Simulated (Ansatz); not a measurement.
Ansatz (a quantum-chemistry and plane-wave program) input (PBE/3-21G): A basis named .json is the Basis Set Exchange file of that set (core-valence sets with the plain set on hydrogen).

Ansatz 0.2 input:
```yaml
crystal:
  periodic: [false, false, false]
  atoms:
    - {symbol: C, position_ang: [0.03744685, 0.00324337, 0.50825858]}
    - {symbol: F, position_ang: [-0.03836255, 1.09650981, -0.24435931]}
    - {symbol: F, position_ang: [-0.08494317, -1.09763667, -0.22692580]}
    - {symbol: H, position_ang: [0.88507040, -0.00931849, 1.19201449]}
basis:
  gaussian:
    orbitals: 3-21G.json
hamiltonian:
  xc: {name: PBE}
magnetization: {spin_polarized: true, initial_magnetization: 1}
```

Output:

```
Functional definition: PBE
integrals: 0.01 GiB planned
320 factors; integrals over basis functions are off by at most 8.8e-4 eV
mean field: 0.08 GiB planned
mean field evaluation 1: about -6442.3155 eV, gradient 1.2e1 eV
mean field evaluation 2: about -6442.5013 eV, gradient 1.0e1 eV
mean field evaluation 4: about -6442.7698 eV, gradient 7.1e-1 eV
mean field evaluation 8: about -6442.7593 eV, gradient 3.5e-3 eV
mean field -6442.75926115 eV, -236.7670357883 hartree, gradient 5.9e-5 eV, S^2 0.750839; 0 other end points of the search recorded, 0 dependent functions left out
reference -6442.75927232 eV, -236.7670361985 hartree; 13, 12 occupied and 16, 17 virtual orbitals, 320 factors
Total energy: -6442.75927232 eV, -236.7670361985 hartree
```
